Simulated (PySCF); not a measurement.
# Adiabatic ionisation energy: calculation against experiment

Energies: ωB97X-D3(BJ)/ma-def2-TZVP (PySCF, density fitting, integration grid level 2) on PBE0-D3(BJ)/ma-def2-SVP structures. Zero-point energies come from unscaled PBE0-D3(BJ)/ma-def2-SVP harmonic frequencies.

```tsv
molecule	computed / eV	measured / eV	difference
nitric oxide, [N]=O (NO•, doublet)	9.57	9.26	0.30
bromotrimethylsilane, C[Si](C)(C)Br (C3H9BrSi)	9.86	10.00	-0.14
BrC(Br)Br (CHBr3)	10.55	10.50	0.05
diphosphorus, P#P (P2)	10.41	10.53	-0.12
bromochloromethane, ClCBr (CH2BrCl)	10.86	10.77	0.09
acetylene, C#C (C2H2)	11.23	11.40	-0.17
```

Measured values: NIST Chemistry WebBook, evaluated or the median of agreeing entries. Mean signed difference 0.00 eV, mean absolute 0.14 eV, over these rows.

Notes. bromotrimethylsilane: C1 and C4 are equivalent in the parent, but the relaxed radical cation is symmetry-broken (C3v to Cs), as a Jahn-Teller-type distortion or an artefact of the method; its spin populations, distances and adiabatic value belong to that structure.

**Question.** What do calculation and experiment give for vinyl fluoride, `C=CF` (C2H3F)?

**Answer.** Computed 10.15 eV, measured 10.36 eV.

Differences come from unrounded values, so a last digit can differ from that of the printed terms.
